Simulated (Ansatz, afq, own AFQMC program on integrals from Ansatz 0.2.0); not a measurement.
Breaking B2–F3 in BOF, singlet

```xyz
3

O     0.9829   -0.5647    0.4798
B     0.0205   -0.0123    0.0099
F    -1.0034    0.5770   -0.4898
```

Products: BO (doublet) and F (doublet), each relaxed with PBE0/def2-SVP like the molecule; electronic energies without zero-point terms. Determinants: RHF, UHF and UHF in that order.

Basis def2-TZVP. Only valence electrons are correlated. Ansatz 0.2.0 and our own AFQMC program on the same integrals; the CISD trial comes from CCSD amplitudes, and released means the phaseless constraint is let go. Error bars are statistical, one sigma. The errors of all members are added in quadrature.

No full CI on the walks' own integrals is used here; CCSDT(Q) serves as the reference and is uncertain by about the last step of the cluster series. Each member takes its own surest rung, up to full CI.

Errors are counted within def2-TZVP, not against nature.

Cautions: BO (doublet): the released energies rise steadily instead of settling, so no released level is given (meV from the phaseless value at times in 1/Eh: 2 ± 6 at 0.24, -5 ± 5 at 0.51, -1 ± 5 at 0.99, 3 ± 6 at 1.62, 12 ± 9 at 2.40).

Reference (CCSDT(Q)): 662.5 kJ/mol.

```csv
level,bond energy (kJ/mol),error against CCSDT(Q) (kJ/mol)
HF,506.9,-155.6
MP2,697.7,35.2
CCSD,655.7,-6.9
CCSD(T),664.0,1.5
CCSDT,662.2,-0.3
ph-AFQMC/CISD,662.6 ± 1.0,0.1 ± 1.0
```

Correlation beyond CCSD(T) takes off 1.5 kJ/mol. The perturbative (T) step is worth +8.3 kJ/mol.

A walk keeps the symmetry of its determinant, which the program's search chose and which needn't be the lowest solution, so a lower state of the same spin and another symmetry isn't excluded.
